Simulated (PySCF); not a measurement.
# A thermochemical cycle for PO

PBE in PySCF with def2-TZVPPD on every atom, for the lowest determinant that a PBE0 search found; no spin–orbit coupling. PO, a doublet (π ↑), has De = 6.65 eV to neutral atoms, and PO⁺, a singlet (closed shell), has De = 8.65 eV to P⁺ + O.

At the same level the P atom ionises at 10.48 eV.

Q: What is the adiabatic ionisation energy of the molecule, and does ionisation strengthen or weaken the bond?

A: IE = IE(P) + De(neutral) − De(ion) = 10.48 + 6.65 − 8.65 = 8.48 eV. De changes by +2.00 eV, so ionisation strengthens the bond.

For an ion De counts to the pair picked by the measured ionisation energies or electron affinities, which need not be the lowest pair at this level. States were picked by a PBE0 search and need not be the measured ground states.
